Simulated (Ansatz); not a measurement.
Below is the output of a Python script on the Python package of Ansatz (0.2.0) that makes harmonic frequencies at the relaxed geometry of C₄H₂ClN, SMILES N#CC1C=C1Cl. Write a script that gives it. Settings (for the species named): B3LYP, def2-SVP basis, multiplicity 1.

```console
$ python freq_c4h2cln.py
pair        before    after (A)
N0-C1        1.1575   1.1599
C1-C2        1.4640   1.4575
C2-C3        1.3990   1.5328
C2-C4        1.3988   1.4995
C2-H6        1.1093   1.1014
C3-C4        1.4526   1.2943
C3-H7        1.0844   1.0853
C4-Cl5       1.7534   1.6902
frequencies (1/cm): 109 215 315 347 535 565 658 749 873 942 971 1034 1180 1350 1830 2364 3081 3304
imaginary modes: 0  zero-point energy: 1.2662 eV
T (K)   F_vib (eV)   S_vib (meV/K)   C_vib (meV/K)
 298.1      1.2137        0.4349          0.5645
 398.1      1.1608        0.6223          0.7329
 498.1      1.0895        0.8012          0.8632
```

The script that was run (others could print the same):

`freq_c4h2cln.py`
```python
"""Vibrations of C4H2ClN."""

import itertools

import ansatz
from ase.data import atomic_numbers, covalent_radii
import numpy as np
from rdkit import Chem
from rdkit.Chem import AllChem

# a force-field geometry from the SMILES
rd = Chem.AddHs(Chem.MolFromSmiles("N#CC1C=C1Cl"))
AllChem.EmbedMolecule(rd, randomSeed=439)
AllChem.UFFOptimizeMolecule(rd)
c4h2cln = ansatz.Crystal.molecule()
for atom, xyz in zip(rd.GetAtoms(), rd.GetConformer().GetPositions()):
    c4h2cln = c4h2cln.atom(atom.GetSymbol(), xyz.round(5).tolist())

base = c4h2cln.calculation()
base = base.basis(gaussian="def2-SVP")
base = base.functional("b3lyp")
symbols = [site.symbol for site in c4h2cln.cartesian_sites]
start = np.array([site.position_ang for site in c4h2cln.cartesian_sites], dtype=float)
r = base.relax(force_tolerance=0.003, max_steps=100).run(threads=1, pin="off").report
end = np.array(r["positions_ang"])

# pairs closer than 1.2 times the sum of covalent radii, before or after
radius = [covalent_radii[atomic_numbers[s]] for s in symbols]
span = lambda where, i, j: np.linalg.norm(where[i] - where[j])
bonded = [(i, j) for i, j in itertools.combinations(range(len(symbols)), 2) if min(span(start, i, j), span(end, i, j)) < 1.2 * (radius[i] + radius[j])]
print("pair        before    after (A)")
for i, j in bonded:
    print(f"{symbols[i]}{i}-{symbols[j]}{j}".ljust(10), f"{span(start, i, j):8.4f} {span(end, i, j):8.4f}")

# frequencies need a stationary point, so they are taken at the relaxed geometry
minimum = ansatz.Crystal.molecule()
for symbol, place in zip(symbols, end):
    minimum = minimum.atom(symbol, place.tolist())
vibrating = minimum.calculation()
vibrating = vibrating.basis(gaussian="def2-SVP")
vibrating = vibrating.functional("b3lyp")
vibrating = vibrating.phonons(temperatures=(298.15, 498.15, 100))
vib = vibrating.run(threads=1, pin="off").report["vibrations"]
sums = vib["harmonic_sums"]
modes = [m["omega_inv_cm"] for m in sums["modes_at_gamma"] if m["rigid_motion"] == "no"]
print("frequencies (1/cm):", " ".join(f"{w:.0f}" for w in modes))
print("imaginary modes:", sum(w < 0 for w in modes), " zero-point energy:", round(sums["zero_point_energy_ev"], 4), "eV")
print("T (K)   F_vib (eV)   S_vib (meV/K)   C_vib (meV/K)")
for row in zip(sums["temperatures_k"], sums["vibrational_free_energy_ev"], vib["entropy_ev_per_k"], vib["heat_capacity_ev_per_k"]):
    print(f"{row[0]:6.1f} {row[1]:11.4f} {1000 * row[2]:13.4f} {1000 * row[3]:15.4f}")
```

Reading the output:
- The frequencies are harmonic and unscaled, in a modest basis. The result belongs to the one conformer reached from this start, and soft torsions count as harmonic oscillators.
- b3lyp holds the VWN-RPA fit, as in Gaussian; the form of ORCA and Turbomole is b3lyp5.
- Run time: 3 min on 1 thread of Arm Neoverse V1 (shared host), peak memory 0.34 GiB.

(A comment or docstring line of the script was reworded after the run, the code is as it ran; lines on the test bed's own set-up are left out of the output.)
